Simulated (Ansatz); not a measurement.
Task: an active-space calculation of FSi (charge +1), with Ansatz 0.2.0, Python API. Give the script and its output. Use (for the species named): Hartree-Fock, 6-31G* basis, multiplicity 1.

The script reads `fsi.xyz`:
```text
2

Si    0.00000    0.00000    0.00000
F     0.00000    0.00000    1.83000
```

`fsi.py`:
```python
"""Active-space calculation on FSi(+)."""

import logging
import sys

import ansatz as az

logging.basicConfig(stream=sys.stdout, format="%(name)s: %(message)s")
log = logging.getLogger("fsi")
log.setLevel(logging.INFO)


def main() -> None:
    mol = az.Crystal.molecule_from_extxyz("fsi.xyz")

    calculation = (
        mol.calculation()
        .basis(gaussian="6-31G*")
        .charge(1)
        .correlation(active_electrons=4, active_orbitals=4)
    )
    for method in [None, "sc_nevpt2", "fic_mrcisd_q"]:
        report = (calculation if method is None else calculation.correlation(method)).run().report
        space = report["configurations"]
        state = space["states"][0]
        print(method or "casscf", f"total {report['free_energy_ev'] / 27.211386246:.6f} Ha, active-space state {state['energy']['hartree']:.6f} Ha, mean field {report['reference_energy_ev'] / 27.211386246:.6f} Ha")
        print("  determinants", state["n_determinants"], " natural occupations", [round(n, 3) for n in space["natural_occupations"]])


if __name__ == "__main__":
    main()
```

```console
$ python fsi.py
casscf total -388.098979 Ha, active-space state -388.098979 Ha, mean field -388.038733 Ha
  determinants 36  natural occupations [1.978, 1.97, 0.031, 0.022]
RunWarning: the results are in doubt because another end's mean lies 0.744 eV lower, and its corrected mean 0.438 eV higher
sc_nevpt2 total -388.283230 Ha, active-space state -388.071629 Ha, mean field -388.038733 Ha
  determinants 10  natural occupations [2.0, 1.906, 0.047, 0.047]
fic_mrcisd_q total -388.301028 Ha, active-space state -388.098977 Ha, mean field -388.038733 Ha
  determinants 20  natural occupations [1.978, 1.97, 0.031, 0.022]
```
(Warnings from the package without file and line.)

Notes:
- Total energies depend on the basis set; only differences at equal settings carry meaning.
- The geometry is a force-field or estimated start, not a minimum of this method, and the basis set is short of its limit. The active space starts as a window about the frontier orbitals and is then optimised, not chosen by chemistry.
- The spin state was assumed, and another may lie lower.
- A lower CASSCF solution was found and passed over, so the printed active-space state isn't the lowest.
- It ran for 4.3 s on 1 thread of Arm Neoverse V1 (shared host), peak memory 0.18 GiB.

(Lines on the test bed's own set-up are left out of the output.)
